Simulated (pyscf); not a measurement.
Single points on ωB97X-D3(BJ)/def2-SVP structures (PySCF, gas phase). Correlated levels are frozen-core, on RHF or UHF. ΔMP2 is the change of the MP2 total energy from the triple- to the quadruple-zeta basis.

Problem. For the elementary gas-phase step methane (CH₄) + Cl–ZnH → H₃C–ZnH + hydrogen chloride (HCl) (singlet surface; C–H, Cl–Zn broken, C–Zn, Cl–H formed), what barrier and reaction energy does CCSD/def2-TZVPP give, measured from the separated reactants?

Solution. ΔE‡ = 2.25 eV, ΔE = +1.71 eV. CCSD(T)/def2-TZVPP + ΔMP2(QZVPP) gives 2.03 eV and +1.67 eV. Zero-point energy shifts the barrier by -0.11 eV. It is a four-centre exchange, with an imaginary mode of 977i cm⁻¹. One saddle was located; it need not be the lowest between these sides. The CCSD(T) − MP2 part came from Ansatz, without density fitting, on the same reference. The frozen core leaves the outer d or s,p core shells of the metals and heavy elements correlated in the MP2 and CC values, and def2-TZVPP describes them poorly, which can shift differences by a few kcal/mol. Elements up to Kr have no core potential and no relativistic terms here.
